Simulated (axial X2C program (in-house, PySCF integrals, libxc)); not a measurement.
# Potential curves of MgSi⁻, with spin–orbit coupling

Computed with an axial X2C code built on PySCF integrals. Two-component (2c) means X2C with spin–orbit coupling and atomic mean-field two-electron Coulomb and Gaunt terms. Basis: Si dyall-av3z [9s8p3d2f], Mg dyall-av3z [10s9p6d4f] (cores contracted in-house); Gaussian nuclei, density fitting, unrestricted open shells. Masses: Si 27.977 u, Mg 23.985 u.

State: Ω = 3/2 (⟨Sz⟩ = 1.50, ⟨Lz⟩ = 0.00 at HF). Energies in kJ/mol from the fragments at the same level (Si- + Mg). Fits are polynomials in 1 − R0/R over 0.85 to 1.23 times the lowest point R0.

```csv
R (Å),CCSD(T),HF
2.3368,,-8.85
2.4443,-77.22,-30.07
2.5248,-84.74,-40.57
2.6054,-88.80,-47.63
2.6860,-90.31,-52.07
2.7800,-89.79,-54.76
2.8740,-87.58,-55.52
2.9949,-83.22,-54.57
3.1426,,-51.61
3.3575,,-45.68
```

Correlated methods: 7 electrons correlated (number of frozen shells: Si 2 s, 1 p; Mg 2 s, 1 p), 277 virtual spin orbitals or spinors in MP2, 90 natural virtuals in coupled cluster.

The state is a single determinant with fixed occupations, the lowest that a limited PBE0 search found. De is counted from the lowest determinant-based energies of the atoms at the same level, without counterpoise correction. Coupled cluster ran in a truncated set of natural virtual spinors; the MP2 energy of the rest was added. (T) has no such correction and the atoms are truncated less, which lowers De at CCSD(T) by a hundredth of an eV or more. Other states lie close and PBE0, whose exact exchange favours high spin, may order them wrongly; the determinant shown need not be the ground state. The nearest other 2c determinant of the search, Ω = 1/2, lies 0.21 eV up at the distance of the search. With several unpaired electrons one determinant need not be a pure state. This is the top spin component of a Σ state; components of lower Ω are not single determinants and can lie lower. Hartree–Fock gets electron affinities wrong, so its lowest charge split need not be the true one. Coupled cluster ran on the points near the minimum only. MP2 and coupled cluster on one determinant become unreliable at the stretched end.

Fit the CCSD(T) curve near its minimum: give the equilibrium distance, the harmonic wavenumber and the well depth.

At CCSD(T), 2c: Re = 2.709 Å, ωe ≈ 236 cm⁻¹, De = 0.94 eV to Si- + Mg; Be follows as 0.178 cm⁻¹.

What are Re, ωe and De at the HF level?

At HF, 2c: Re = 2.874 Å, ωe ≈ 182 cm⁻¹, De = 0.58 eV to Si- + Mg; Be follows as 0.158 cm⁻¹.
